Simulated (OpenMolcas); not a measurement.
# BHF2 (SMILES FBF) at 6 levels

We compute a comparison of 6 runs (HF/3-21G, B3LYP/6-31G*, B3LYP/def2-TZVPP, BLYP/def2-TZVPP, M06-2X/def2-TZVPP, r2SCAN/def2-TZVPP) of BHF2. 

The calculation is run with OpenMolcas 26.06.

1 further run of the same task is left out (set aside as unsound or not needed).

### 1 The system as given

BHF2: 4 atoms, total charge 0, spin state singlet. As SMILES, `FBF`. The shape is that of a PBE0-D4/def2-TZVP optimisation.

Bond lengths: F1–B2 1.313 Å, B2–F3 1.313 Å, B2–H4 1.191 Å. Angles: F1–B2–F3 118.1°, F1–B2–H4 121.0°, F3–B2–H4 121.0°.

### 2 Energy and forces at HF/3-21G (run 1)

File struct.xyz:

```xyz
4

F      1.154300     0.456900    -0.361900
B     -0.001900    -0.031000     0.025200
F     -1.095400     0.528700    -0.438900
H     -0.057000    -0.954600     0.775600
```

File mol.inp:

```
&gateway
 baslib=$CurrDir
 coord=struct.xyz
 basis=3-21G
 group=NoSym

&seward

&scf
 thresholds=1e-10 1e-07 1e-07 1e-05
 prorbitals=0

&alaska
```

The basis set 3-21G is read from a file made from the Basis Set Exchange's data (not shown).

Started as:

```console
$ export MOLCAS_MEM=1860
$ pymolcas mol.inp > mol.log
```

What it wrote:

```text
--- Start Module: gateway ---
[...]
--- Stop Module: gateway /rc=_RC_ALL_IS_WELL_ ---
[...]
      Basis functions           29
[...]
--- Start Module: scf ---
[...]
       Convergence after  11 Iterations
[...]
::    Total SCF energy                               -223.0597596302
[...]
      Total spin, S                                     0.0000000000
[...]
      Total electronic charge=   24.000000
      Total            charge=   -0.000000
[...]
      Dipole Moment (debye):
      Origin of the operator (angstrom)=    0.0208    0.3483   -0.2830
                   X= -5.6231E-02               Y= -9.3228E-01               Z=  7.5755E-01           Total=  1.2026E+00
      Quadrupole Moment (debye*angstrom):
[...]
--- Stop Module: scf /rc=_RC_ALL_IS_WELL_ ---
--- Start Module: alaska ---
[...]
 *              Molecular gradients               *
 **************************************************
  Irreducible representation: a
 ------------------------------------------------------------------------------------------
                              X                       Y                       Z
 ------------------------------------------------------------------------------------------
  F1               -2.32777281834036E-02   -1.07719073195320E-02    8.56324696250121E-03
  B2                1.71701338970287E-03    3.06318722358148E-02   -2.48840287596845E-02
  F3                2.20073313159475E-02   -1.22621256272097E-02    1.01497371329682E-02
  H4               -4.46616522248477E-04   -7.59783928907432E-03    6.17104466422003E-03
 ------------------------------------------------------------------------------------------
--- Stop Module: alaska /rc=_RC_ALL_IS_WELL_ ---
[...]
```

It took 1.6 s on 1 thread of Arm Neoverse V2, shared host; peak memory 0.37 GiB.

### 3 Energy and forces at B3LYP/6-31G(d) (Cartesian functions) (run 2)

File run.input:

```
* BF2H Kohn-Sham DFT

&gateway
 baslib=$CurrDir
 coord
 4
 bohr
 F      2.18131087     0.86341587    -0.68389188
 B     -0.00359048    -0.05858151     0.04762110
 F     -2.07000600     0.99909820    -0.82940080
 H     -0.10771439    -1.80393256     1.46567158
 basis=6-31Gs
 group=NoSym

&seward
 gridinput
 Grid=UltraFine
 End of Grid

&scf
 ksdft=B3LYP
 thresholds=1e-10 1e-07 1e-07 1e-05
 prorbitals=1 2

&alaska
```

The basis set 6-31G* is read from a file made from the Basis Set Exchange's data (not shown).

Started as:

```console
$ export MOLCAS_MEM=1860
$ pymolcas run.input > run.log
```

What it wrote:

```text
--- Start Module: gateway ---
[...]
--- Stop Module: gateway /rc=_RC_ALL_IS_WELL_ ---
[...]
      Basis functions           47
[...]
--- Start Module: scf ---
[...]
       Convergence after  12 Iterations
[...]
::    Total KS-DFT energy                            -225.2452285281
[...]
      Total spin, S                                     0.0000000000
[...]
      Total electronic charge=   24.000000
      Total            charge=   -0.000000
[...]
      Dipole Moment (debye):
      Origin of the operator (angstrom)=    0.0208    0.3483   -0.2830
                   X= -3.1595E-02               Y= -5.1997E-01               Z=  4.2252E-01           Total=  6.7074E-01
      Quadrupole Moment (debye*angstrom):
[...]
--- Stop Module: scf /rc=_RC_ALL_IS_WELL_ ---
[...]
--- Start Module: alaska ---
[...]
 *              Molecular gradients               *
 **************************************************
  Irreducible representation: a
 ------------------------------------------------------------------------------------------
                              X                       Y                       Z
 ------------------------------------------------------------------------------------------
  F1               -5.99958117151544E-03   -1.74656829891218E-03    1.36878067388446E-03
  B2                1.81576192247179E-04    4.44148360316987E-03   -3.60464510477865E-03
  F3                5.84490295626594E-03   -2.15710014905213E-03    1.80061118566499E-03
  H4               -2.68979769806887E-05   -5.37815155235322E-04    4.35253245233191E-04
 ------------------------------------------------------------------------------------------
--- Stop Module: alaska /rc=_RC_ALL_IS_WELL_ ---
[...]
```

It took 6.9 s on 1 thread of Arm Neoverse V2, shared host; peak memory 0.38 GiB.

### 4 Energy and gradient at B3LYP/def2-TZVPP (run 3)

File job.inp:

```
&GATEWAY
 BasLib=$CurrDir
 Coord
 4
 angstrom
 F        1.154300       0.456900      -0.361900
 B       -0.001900      -0.031000       0.025200
 F       -1.095400       0.528700      -0.438900
 H       -0.057000      -0.954600       0.775600
 Basis=def2-TZVPP
 Group=NoSym

&SEWARD
 GridInput
 Grid=UltraFine
 End of Grid

&SCF
 KSDFT=B3LYP
 Thresholds=1e-10 1e-07 1e-07 1e-05
 PrOrbitals=1 2

&ALASKA
```

The basis set def2-TZVPP is read from a file made from the Basis Set Exchange's data (not shown).

Started as:

```console
$ export MOLCAS_MEM=1860
$ pymolcas job.inp > job.log
```

What it wrote:

```text
--- Start Module: gateway ---
[...]
--- Stop Module: gateway /rc=_RC_ALL_IS_WELL_ ---
[...]
      Basis functions          107
[...]
--- Start Module: scf ---
[...]
       Convergence after  12 Iterations
[...]
::    Total KS-DFT energy                            -225.3570229843
[...]
      Total spin, S                                     0.0000000000
[...]
      Total electronic charge=   24.000000
      Total            charge=   -0.000000
[...]
      Dipole Moment (debye):
      Origin of the operator (angstrom)=    0.0208    0.3483   -0.2830
                   X= -4.1895E-02               Y= -6.9188E-01               Z=  5.6220E-01           Total=  8.9248E-01
      Quadrupole Moment (debye*angstrom):
[...]
--- Stop Module: scf /rc=_RC_ALL_IS_WELL_ ---
[...]
--- Start Module: alaska ---
[...]
 *              Molecular gradients               *
 **************************************************
  Irreducible representation: a
 ------------------------------------------------------------------------------------------
                              X                       Y                       Z
 ------------------------------------------------------------------------------------------
  F1               -3.87302734046813E-03   -1.33781927521293E-03    1.05413072565730E-03
  B2                2.13791022509513E-04    4.87397236049780E-03   -3.95613169079212E-03
  F3                3.76976250966798E-03   -1.61248361709188E-03    1.34071253245871E-03
  H4               -1.10526191709481E-04   -1.92366946825606E-03    1.56128843267478E-03
 ------------------------------------------------------------------------------------------
--- Stop Module: alaska /rc=_RC_ALL_IS_WELL_ ---
[...]
```

Run time: 24 s. Hardware: 1 thread of Arm Neoverse V2, shared host; peak memory 0.62 GiB.

Runs 4 to 5 aren't shown in full; the table further down has their settings and results.

### 5 Energy and forces at r2SCAN/def2-TZVPP (run 6)

File calc.inp:

```
* BF2H Kohn-Sham DFT
>>> EXPORT MOLCAS_PRINT=2
&GATEWAY
BasLib=$CurrDir
Coord
4
angstrom
F        1.154300       0.456900      -0.361900
B       -0.001900      -0.031000       0.025200
F       -1.095400       0.528700      -0.438900
H       -0.057000      -0.954600       0.775600
Basis=def2-TZVPP
Group=NoSym
&SEWARD
GridInput
Grid=UltraFine
End of Grid
&SCF
KSDFT=2
1.0 MGGA_X_R2SCAN
1.0 MGGA_C_R2SCAN
Thresholds=1e-10 1e-07 1e-07 1e-05
PrOrbitals=1 1
&ALASKA
```

The basis set def2-TZVPP is read from a file made from the Basis Set Exchange's data (not shown).

Started as:

```console
$ export MOLCAS_MEM=1860
$ pymolcas calc.inp > calc.log
```

What it wrote:

```text
--- Start Module: gateway ---
[...]
--- Stop Module: gateway /rc=_RC_ALL_IS_WELL_ ---
[...]
      Basis functions          107
[...]
--- Start Module: scf ---
[...]
       Convergence after  13 Iterations
[...]
::    Total KS-DFT energy                            -225.2492509325
[...]
      Total spin, S                                     0.0000000000
[...]
      Total electronic charge=   24.000000
      Total            charge=   -0.000000
[...]
      Dipole Moment (debye):
      Origin of the operator (angstrom)=    0.0208    0.3483   -0.2830
                   X= -3.8754E-02               Y= -6.3939E-01               Z=  5.1955E-01           Total=  8.2477E-01
      Quadrupole Moment (debye*angstrom):
[...]
--- Stop Module: scf /rc=_RC_ALL_IS_WELL_ ---
[...]
--- Start Module: alaska ---
[...]
 *              Molecular gradients               *
 **************************************************
  Irreducible representation: a
 ------------------------------------------------------------------------------------------
                              X                       Y                       Z
 ------------------------------------------------------------------------------------------
  F1               -2.87654700529316E-03   -1.30466756747749E-03    1.03543781600779E-03
  B2                1.27615411699200E-04    3.43589129360211E-03   -2.78775820168420E-03
  F3                2.78134413160736E-03   -1.51601866404505E-03    1.25411180863466E-03
  H4               -3.24125381273577E-05   -6.15205062020063E-04    4.98208577047521E-04
 ------------------------------------------------------------------------------------------
--- Stop Module: alaska /rc=_RC_ALL_IS_WELL_ ---
[...]
```

Wall time 32 s (1 thread of Arm Neoverse V2, shared host); peak memory 0.62 GiB.

### 6 All runs side by side

```
run                               level  Cartesian functions  integration grid  energy (Eh)  dipole moment (D)  HOMO energy (eV)  LUMO energy (eV)  wall time
  1                            HF/3-21G                   no                 –  -223.059760               1.20            -15.02              4.04      1.6 s
  2  B3LYP/6-31G* (Cartesian functions)                  yes         UltraFine  -225.245229               0.67            -10.24              0.08      6.9 s
  3                    B3LYP/def2-TZVPP                   no         UltraFine  -225.357023               0.89            -10.64             -0.63       24 s
  4                     BLYP/def2-TZVPP                   no         UltraFine  -225.324763               0.79             -9.08             -1.29       25 s
  5                   M06-2X/def2-TZVPP                   no         UltraFine  -225.274937               0.99            -12.50              0.56       30 s
  6                   r2SCAN/def2-TZVPP                   no         UltraFine  -225.249251               0.82             -9.54             -0.90       32 s
```

### 7 What came out

| quantity | value |
| --- | --- |
| run 6: total energy | -225.24925 Eh |
| run 6: dipole moment | 0.82 D |
| run 6: HOMO energy | -9.54 eV |
| run 6: LUMO energy | -0.90 eV |
| run 6: HOMO–LUMO gap | 8.63 eV |
| run 6: largest force on an atom | 0.228 eV/Å |

In words: The dipole moment (its size) runs from 0.67 D (B3LYP/6-31G*) to 1.20 D (HF/3-21G). The two ends differ in method and basis. The HOMO–LUMO gap runs from 7.79 eV (BLYP/def2-TZVPP) to 19.06 eV (HF/3-21G). Totals of different functionals can't be ranked against each other. All runs together took 2 min, the longest 32 s.
